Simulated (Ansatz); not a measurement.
**HAl–C–O, triplet: the ladder up to UCCSDT(Q)**

Geometry: displaced at random from a stationary point.

```xyz
4

Al    0.0607   -0.0996    1.2686
C    -0.1042    0.0985   -0.6360
O    -0.0276    0.0187   -1.7927
H     0.0555    1.1962    2.0734
```

Basis cc-pVDZ; Ansatz 0.2.0. Only valence electrons are correlated (noble-gas cores frozen), which leaves 14 electrons in 44 orbitals. R marks a restricted (for open shells ROHF) determinant, U an unrestricted one.

Full CI isn't at hand for all of this; UCCSDT(Q) serves as the reference, and is uncertain by about the last step of the cluster series. The frozen core follows each run's orbitals, which can shift R against U totals by a few meV.

For open shells CISD is restricted-active-space CI with the open shells as a complete middle space.

The UHF ⟨S²⟩ is 2.015, the T1 diagnostic (RCCSD) is 0.0280 and the largest doubles amplitude (RCCSD) is 0.064. The T1 diagnostic (UCCSD) is 0.0274.

```
    level  E − E(UCCSDT(Q)) (meV)  share of correlation (%)  wall time
      RHF                   10313                      0.00          –
      UHF                   10230                      0.80          –
     RMP2                     912                     91.16          –
     UMP2                     952                     90.77          –
     CISD                    1382                     86.60      5.5 s
    RCCSD                     457                     95.57          –
    UCCSD                     453                     95.61          –
 RCCSD(T)                      71                     99.31      3.4 s
 UCCSD(T)                      73                     99.29      3.4 s
  BCCD(T)                      69                     99.33        4 s
   RCCSDT                      41                     99.60          –
   UCCSDT                      41                     99.61          –
RCCSDT(Q)                       6                     99.94      3 min
```

The correlation energy at UCCSDT(Q), counted from RHF, is -10.313 eV. That run took 2.6 min on 1 thread of Arm Neoverse V1, shared host.

Times hold each run's SCF and search for its determinant on a shared host, so for small cases they say little of a method's own cost; they ran on 1 thread of Arm Neoverse V1.
